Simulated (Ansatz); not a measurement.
Cost and result for the atomization energy of `CCC(F)CF` (14 atoms, 13 bonds).

Z-matrix (Å, degrees):
```
C
C 1 1.518
H 1 1.093 2 111.1
H 1 1.091 2 110.9 3 119.9
H 1 1.091 2 110.9 3 -119.9
C 2 1.513 1 112.7 3 -60.8
H 2 1.095 1 110.2 3 60.0
H 2 1.096 1 110.2 3 177.6
C 6 1.504 2 112.3 1 -178.5
F 6 1.389 2 109.3 1 -58.1
H 6 1.097 2 110.8 1 59.0
F 9 1.378 6 110.8 2 -171.3
H 9 1.095 6 110.0 2 -51.7
H 9 1.094 6 110.1 2 69.1
```

The species carries charge 0 and has multiplicity 1. All single points use the PBE0-D4/def2-TZVP geometry. It is one conformer, not always the lowest. Program: Ansatz. All runs use 4 threads of an Intel Xeon 6975P-C on a shared host. Times are those of one run each, without the atoms' runs, and a repeat can differ threefold. Electronic energies, without spin–orbit coupling; frozen cores. CCSD(T)/CBS adds CCSD(T) − MP2 in def2-TZVPP to the MP2 limit, and its time is that of the two runs behind it. T1 = 0.010. B3LYP takes the VWN-RPA correlation (the form of Gaussian; ORCA's B3LYP/G). HSE06 is the plane-wave form, built on full-range PBE exchange.

CCSD(T)/CBS is a level of theory with its own doubt, some kJ/mol a heavy atom from the limit and from the frozen cores, so smaller differences don't rank the functionals.

```
                             level  functions  wall time  atomization (kJ/mol)  difference from CCSD(T)/CBS  per bond
   PBE-D4/def2-TZVPP (with forces)        298      1.9 s                5649.4                        129.9      10.0
                PBE0-D4/def2-TZVPP        298      2.4 s                5552.2                         32.7       2.5
               BHLYP-D4/def2-TZVPP        298      2.4 s                5358.5                       -161.0     -12.4
               HSE06-D4/def2-TZVPP        298      2.6 s                5556.1                         36.6       2.8
r2SCAN-D4/def2-TZVPP (with forces)        298      2.8 s                5534.7                         15.2       1.2
 B3LYP-D4/def2-TZVPP (with forces)        298        4 s                5515.5                         -4.0      -0.3
               PBE-QIDH/def2-TZVPP        298      4.6 s                5505.2                        -14.3      -1.1
                  CCSD(T)/def2-SVP        124      4.7 s                5297.6                       -221.9     -17.1
                 B97M-V/def2-TZVPP        298      4.8 s                5521.9                          2.4       0.2
  ωB97M-V/def2-TZVPP (with forces)        298        7 s                5535.3                         15.8       1.2
                    MP2/def2-QZVPP        582       21 s                5557.4                         37.9       2.9
                CCSD(T)/def2-TZVPP        298    3.1 min                5395.8                       -123.7      -9.5
                 CCSD(T)/CBS(def2)          –    3.4 min                5519.5                          0.0       0.0
```

From BLYP to BHLYP (50 % exact exchange), in def2-TZVPP and without D4, the atomization energy moves by −119.5 kJ/mol: exact exchange takes away binding that semilocal exchange gives to molecules. At CCSD(T), def2-SVP lies −221.8 kJ/mol from the extrapolated value and def2-TZVPP −123.7 kJ/mol: correlation converges slowly with the basis, and small sets miss more of it in the bonded molecule than in its fragments. The D4 term adds +35.9 kJ/mol with B3LYP and +19.0 kJ/mol with PBE0; it sums over pairs of atoms, weighted by their polarisabilities, and B3LYP, whose exchange is more repulsive, gets the larger term.
